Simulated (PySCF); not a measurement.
How methods differ on the ionisation energy of F

F [He] 2s2 2p5 (2P) → F⁺ [He] 2s2 2p4 (3P), as a difference of total energies. Calculation: PySCF 2.14, in def2-QZVPPD (8s5p4d2f1g, 66 functions); no relativity, point nucleus. Correlated levels: valence: 1s2 frozen; valence and next inner shell: nothing frozen. The calculations carry no spin-orbit coupling.

```json
{"method": "UHF", "ionisation energy (eV)": "15.651", "error (eV)": "-1.776"}
{"method": "LDA", "ionisation energy (eV)": "17.954", "error (eV)": "+0.527"}
{"method": "PBE", "ionisation energy (eV)": "17.649", "error (eV)": "+0.222"}
{"method": "PBE0", "ionisation energy (eV)": "17.440", "error (eV)": "+0.013"}
{"method": "r2SCAN", "ionisation energy (eV)": "17.532", "error (eV)": "+0.105"}
{"method": "TPSSh", "ionisation energy (eV)": "17.365", "error (eV)": "-0.062"}
{"method": "wB97M-V", "ionisation energy (eV)": "17.436", "error (eV)": "+0.009"}
{"method": "HSE06", "ionisation energy (eV)": "17.454", "error (eV)": "+0.027"}
{"method": "PW91", "ionisation energy (eV)": "17.745", "error (eV)": "+0.318"}
{"method": "ROHF", "ionisation energy (eV)": "15.704", "error (eV)": "-1.723"}
{"method": "MP2 (valence)", "ionisation energy (eV)": "17.359", "error (eV)": "-0.068"}
{"method": "SCS-MP2 (valence)", "ionisation energy (eV)": "17.362", "error (eV)": "-0.065"}
{"method": "MP2 (valence and next inner shell)", "ionisation energy (eV)": "17.373", "error (eV)": "-0.054"}
{"method": "SCS-MP2 (valence and next inner shell)", "ionisation energy (eV)": "17.369", "error (eV)": "-0.058"}
```

Reference: 17.427 eV (measured; NIST levels, between the centres of gravity of the two terms).

Errors of the correlated levels include the incompleteness of this basis and the frozen core.
